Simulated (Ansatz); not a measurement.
Basis-set extrapolation for C₃H₅ClO₂ (`C[C@H]1O[C@H](Cl)O1`) (PBE0-D4/def2-TZVP geometry, frozen core, Ansatz 0.2.0). Multiplicity 1, RHF reference.

|  | def2-TZVPP | def2-QZVPP |
| --- | --- | --- |
| HF | -725.826130 | -725.850890 |
| MP2 correlation | -1.152411 | -1.241493 |
| CCSD(T) correlation | -1.240871 | not run |

Energies in hartree. Use E(X) = E(∞) + A·exp(−7.88·√X) for Hartree–Fock and E(X) = E(∞) + B·X^(−2.97) for correlation, with X = 3 and 4, and add CCSD(T) minus MP2 of the smaller set to the MP2 limit.

Problem. What is the CCSD(T) energy at the basis-set limit?

Solution. HF limit: -725.850890 + (-0.024760) × 0.13774 = -725.85430. MP2 limit: -1.241493 + (-0.089082) × 0.74074 = -1.30748. Higher-order term: -1.240871 − (-1.152411) = -0.08846. Total: -727.25024 hartree, 4.99 eV below CCSD(T)/def2-TZVPP.
